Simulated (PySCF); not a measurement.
**CO: relaxation and vibrations of the singlet**

The task is one start of a wider search on CO: the singlet, from a linear start. It is relaxed, tested by its Hessian and followed downhill if it is a saddle.

The runs use PySCF 2.14.0; PBE0, basis C def2-TZVPD, O def2-TZVPD, no relativity, density fitting.

### Step 1. Where the work starts

2 atoms, charge 0, spin multiplicity 1.

Bond lengths: C1–O2 1.242 Å.

Coordinates in bohr (charge 0 multiplicity 1):
```
C     0.0000    0.0000    0.0000
O     0.0000    0.0000    2.3470
```

### Step 2. Finding the electronic state

One driver script runs all steps and calls PySCF; scf.py shows how it sets up the SCF of each step. The optimiser is the driver's own. After this first run the driver tries any further starts and a stability analysis.

File scf.py:

```python
from pyscf import gto, scf, dft
mol = gto.M(atom='''
C      0.000000     0.000000     0.000000
O      0.000000     0.000000     1.242000''',
    basis={'C': 'def2-TZVPD', 'O': 'def2-TZVPD'},
    charge=0, spin=0)
mf = dft.RKS(mol, xc='PBE0')
mf.grids.atom_grid = (50, 194)
aux = {'C': 'def2-universal-JKFIT', 'O': 'def2-universal-JKFIT'}
mf = mf.density_fit(auxbasis=aux)
mf.conv_tol = 1e-08
mf.diis_space = 10
mf.max_cycle = 60
mf.init_guess = 'minao'
mf.verbose = 4
mf.kernel()
```

On the command line:

```
$ OMP_NUM_THREADS=2 python axn.py task.json out
```

Further steps of the session: Linear start, singlet: relaxation; Vibrations and properties at this point.

What does the calculation give? Wanted: minimum; geometry; wavenumbers; dipole moment; highest occupied, lowest empty level; polar-tensor charge of C1; zero-point energy; atomisation energy.

As calculated:

| quantity | value |
| --- | --- |
| minimum | singlet, C∞v |
| geometry | C–O 1.123 Å |
| wavenumbers (cm⁻¹) | 2239 (σ+) |
| dipole moment | 0.12 D |
| highest occupied, lowest empty level | -10.73, -0.67 eV |
| polar-tensor charge of C1 | +0.24 e |
| zero-point energy | 13.4 kJ/mol |
| entropy at 298.15 K | 197.5 J/(mol K) |
| atomisation energy (no zero-point energy) | 1067 kJ/mol |

In words: The linear start keeps its C∞v symmetry and ends in a minimum. In the infrared the band at 2239 cm⁻¹ (σ+) leads. Other starts or spin states, not run here, may lie lower.
